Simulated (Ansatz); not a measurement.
C3H4FN can be A, `C=NC(=C)F`, or B, `C=CC(=N)F`.

Gas-phase electronic energies from Ansatz, PBE0-D4/def2-TZVP geometries. CBS: MP2 limit from def2 TZ/QZ plus the TZ coupled-cluster correction, frozen cores. Functionals use def2-TZVPP. B3LYP here is the variant with VWN-RPA as its local correlation; programs differ in this. Each species was taken in one conformer, which may not be the lowest.

A:

Z-matrix (Å, degrees):
```
C
N 1 1.268
H 1 1.087 2 118.1
H 1 1.092 2 123.7 3 180.0
C 2 1.374 1 120.0 3 -180.0
F 5 1.349 2 116.9 1 -0.0
C 5 1.326 2 123.5 1 180.0
H 7 1.079 5 118.7 2 -0.0
H 7 1.080 5 121.0 2 180.0
```

B:

```xyz
9

C     1.5252   -0.3692    0.1021
C     0.2657   -0.5578   -0.2732
C    -0.8198    0.3614    0.0411
N    -2.0088    0.1888   -0.3096
F    -0.4280    1.4375    0.7575
H     2.2959   -1.0840   -0.1578
H     1.8196    0.5006    0.6766
H    -0.0411   -1.4233   -0.8478
H    -2.6087    0.9461    0.0112
```

Which isomer does CCSD(T)/CBS put lower? Give the gap. (Estimate.)

The calculation gave: B, by 58.1 kJ/mol.

Give E(B) − E(A) in kJ/mol with BLYP-D4, CCSD(T)/def2-TZVPP, CCSD(T)/def2-SVP, ωB97M-V, B3LYP-D4, CCSD/def2-TZVPP, HF/def2-TZVPP. (An estimate is asked.)

Ansatz gave: BLYP-D4 -52.2, CCSD(T)/def2-TZVPP -58.1, CCSD(T)/def2-SVP -55.6, ωB97M-V -59.3, B3LYP-D4 -54.2, CCSD/def2-TZVPP -58.8, HF/def2-TZVPP -59.2. None reverses the order clearly.

Does the order hold for the free energy at 298.15 K (harmonic terms from PBE0-D4)? (An estimate is asked.)

Ansatz gave: Yes: G(B) − G(A) = -56.0 kJ/mol, for one conformer each.

Largest T1 diagnostic: 0.013.

From BLYP to BHLYP (50 % exact exchange), in def2-TZVPP and without D4, E(B) − E(A) moves by −4.2 kJ/mol. Leaving LDA and LC-ωPBE aside and taking each functional with its dispersion term where it has one, the values, not all of them listed here, spread over 7.3 kJ/mol, from PBE-QIDH to BLYP-D4.
